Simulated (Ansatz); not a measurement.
One change: `C#CC(=C)O` becomes `C=C(O)OC`.

Ansatz, PBE0-D4/def2-TZVP geometries, multiplicity 1. Each molecule was computed in one conformer, which needn't be the lowest.

| property | `C#CC(=C)O` |
| --- | --- |
| HOMO energy (PBE0/def2-TZVPP) / eV | -6.77 |
| LUMO energy (PBE/def2-TZVPP) / eV | -1.64 |
| size of the dipole moment (B3LYP/def2-TZVPP) / D | 1.58 |
| LUMO energy (PBE0/def2-TZVPP) / eV | -0.74 |
| HOMO energy (PBE/def2-TZVPP) / eV | -5.64 |
| LUMO energy (ωB97M-V/def2-TZVPP) / eV | 1.34 |

What does the change do to each property? (Estimate.)

Ansatz gave: 
```csv
property,`C=C(O)OC`,shift
HOMO energy (PBE0/def2-TZVPP) / eV,-6.27,0.50
LUMO energy (PBE/def2-TZVPP) / eV,0.43,2.07
size of the dipole moment (B3LYP/def2-TZVPP) / D,2.22,0.64
LUMO energy (PBE0/def2-TZVPP) / eV,1.33,2.07
HOMO energy (PBE/def2-TZVPP) / eV,-5.05,0.59
LUMO energy (ωB97M-V/def2-TZVPP) / eV,2.77,1.43
```

With PBE0 the HOMO rises by 0.50 eV and the LUMO rises by 2.07 eV, so the gap widens by about 1.57 eV. PBE moves the HOMO by 0.59 eV and ωB97M-V by 0.39 eV. Dipoles are sizes alone; their direction can turn.

B3LYP here is the variant with VWN-RPA as its local correlation; programs differ in this.
